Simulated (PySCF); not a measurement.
## Gas-phase XPS of SiH4, computed

SiH₄.
Hydrogens: H2, H3, H4, H5 on Si1.

Level of theory: delta-SCF UKS SCAN, pcX-2 on the ionised atom, pcseg-1 elsewhere, spin-free X2C in PySCF 2.14.0. Each binding energy is the total energy of the core-ionised species, with the hole localised on one atom, minus that of the ground state; both are solved self-consistently, so orbital relaxation is included.

Task: List the computed XPS lines with their assignment.

Result: 
```json
{"atom(s)": "Si1", "environment": "silicon bonded to 4 H", "level": "Si 1s", "binding energy (eV)": "1846.90", "2p1/2 (eV)": "–", "count": "1"}
{"atom(s)": "Si1", "environment": "silicon bonded to 4 H", "level": "Si 2p3/2", "binding energy (eV)": "107.17", "2p1/2 (eV)": "107.80", "count": "1"}
```

Task: Which photon wavelength matches the Si 2p3/2 of Si1 threshold?

Result: λ = hc/E = 12398.42 eV Å / 107.17 eV = 115.689 Å.

Task: Which photon energy gives electrons from Si 2p3/2 of Si1 a kinetic energy of 150 eV, and what is their de Broglie wavelength?

Result: hν = 107.17 + 150 = 257.17 eV, recoil neglected; λ = 12.264 Å/√(E/eV) = 1.00 Å.

Spin–orbit coupling isn't in the SCF: each 2p doublet comes from a relaxed spin-free hole plus a matrix of the shell (mean-field spin–orbit coupling and the ground-state 2p splitting), with 2p3/2 averaged over its two sublevels. 2p1/2 minus 2p3/2 (ligand field included): Si 0.62 eV. Geometry: PBE0-D3(BJ)/def2-SVP; no solvent, vibrations or thermal averaging.
